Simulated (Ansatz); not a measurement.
[BH$_{2}$···H···OH], doublet: the ladder up to UCCSDT(Q)

Geometry: a point of a hydrogen-transfer path between rigid fragments, not a stationary point.

```yaml
atoms:
  - { symbol: B, position_ang: [-1.4086, 0.0307, 0.0000] }
  - { symbol: H, position_ang: [-2.0053, 1.0643, 0.0000] }
  - { symbol: H, position_ang: [-2.0053, -1.0029, 0.0000] }
  - { symbol: H, position_ang: [0.0284, 0.0307, 0.0000] }
  - { symbol: O, position_ang: [1.1164, 0.0307, 0.0000] }
  - { symbol: H, position_ang: [1.3683, -0.9092, 0.0000] }
```

Basis cc-pVDZ; Ansatz 0.2.0. Only valence electrons are correlated (noble-gas cores frozen), which leaves 13 electrons in 46 orbitals. Prefix R: restricted or restricted open-shell reference; prefix U: unrestricted. Active spaces: pair = (3e, 3o) about the gap.

Full CI isn't at hand for all of this; UCCSDT(Q) serves as the reference, and is uncertain by about the last step of the cluster series. The frozen core follows each run's orbitals, which can shift R against U totals by a few meV.

For open shells CISD is restricted-active-space CI with the open shells as a complete middle space.

- UHF ⟨S²⟩: 0.771
- T1 diagnostic (RCCSD): 0.0209
- largest doubles amplitude (RCCSD): 0.047
- T1 diagnostic (UCCSD): 0.0157

```
                level  E − E(UCCSDT(Q)) (meV)  share of correlation (%)  wall time
                  RHF                    8889                      0.00          –
                  UHF                    8685                      2.30          –
                 RMP2                     958                     89.22          –
                 UMP2                    1033                     88.38          –
                 CISD                     887                     90.02      4.4 s
                RCCSD                     212                     97.61          –
                UCCSD                     205                     97.69          –
             RCCSD(T)                      39                     99.56      6.5 s
             UCCSD(T)                      40                     99.55        7 s
              BCCD(T)                      39                     99.56        3 s
               RCCSDT                      20                     99.78          –
               UCCSDT                      19                     99.79          –
            RCCSDT(Q)                       1                     99.99       55 s
  CASSCF (pair space)                    8197                      7.79          –
  NEVPT2 (pair space)                    1012                     88.62      1.1 s
  MRCISD (pair space)                     778                     91.24          –
MRCISD+Q (pair space)                     113                     98.73      1.3 s
```

The correlation energy at UCCSDT(Q), counted from RHF, is -8.889 eV. That run took 48 s on 1 thread of Intel Xeon Platinum 8488C, shared host.

Times hold each run's SCF and search for its determinant on a shared host, so for small cases they say little of a method's own cost; they ran on 1 thread of Intel Xeon Platinum 8488C.
